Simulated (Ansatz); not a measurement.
## BaSc2Nb2: from a trial structure to a relaxed crystal

Theory: DFT PBE, scalar-relativistic, plane waves, PAW (Ansatz 0.2.0). Cutoff 420 eV, Γ-centred k mesh, Gaussian smearing, no spin polarisation in the final step.

BaSc2Nb2 was placed on the ThCr2Si2 structure type (I4/mmm, No. 139), with Ba in place of Th, Sc in place of Cr, Nb in place of Si, at a guessed volume.

```
Ba Sc Nb
1.0
    -2.16038    2.16038    5.66831
     2.16038   -2.16038    5.66831
     2.16038    2.16038   -5.66831
Ba Sc Nb
1 2 2
Direct
  0.00000 0.00000 0.00000
  0.25000 0.75000 0.50000
  0.75000 0.25000 0.50000
  0.62600 0.62600 0.00000
  0.37400 0.37400 0.00000
```

Cell and atoms relax at zero pressure; the relaxation can't lower the symmetry of the start. After a coarse first stage the cell is made exact in the group found at 0.06 Å.

Formation energies are uncorrected and refer to the elements' standard structures at the same level.

Question: Which crystal results?

Answer: It keeps I4/mmm (No. 139). The result still has the ThCr2Si2 structure. Conventional cell: a = 5.028 Å, c = 11.199 Å. Ba is coordinated by 8 Nb at 3.72 Å and 8 Sc at 3.76 Å (next Nb at 4.49 Å); Sc has 4 Nb at 3.03 Å, 4 Sc at 3.56 Å and 4 Ba at 3.76 Å; Nb has 1 Nb at 2.22 Å.

Space group I4/mmm (No. 139). a = 5.028 Å, b = 5.028 Å, c = 11.199 Å, α = 90.00°, β = 90.00°, γ = 90.00°
```json
{"atom": "Ba", "site": "2a", "symmetry": "4/mmm", "x": "0.0000", "y": "0.0000", "z": "0.0000"}
{"atom": "Sc", "site": "4d", "symmetry": "-4m2", "x": "0.5000", "y": "0.0000", "z": "0.2500"}
{"atom": "Nb", "site": "4e", "symmetry": "4mm", "x": "0.5000", "y": "0.5000", "z": "0.0992"}
```

Question: What are its volume, energy, density and gap?

Answer: The volume per atom is 28.31 Å³. The density is 4.85 g/cm³ and the energy over the elements is 0.77 eV/atom. The gap on the 10×10×10 mesh is 0 eV (a metal).

The final run used a 10×10×10 mesh on its 5-atom cell and 0.10 eV smearing. For metals, differences of a few meV/atom aren't resolved. A structure relaxed within its symmetry needn't be a true minimum.

Cost: 3 runs of about 5.7 core-minutes in all, on Arm Neoverse V1 (shared hosts).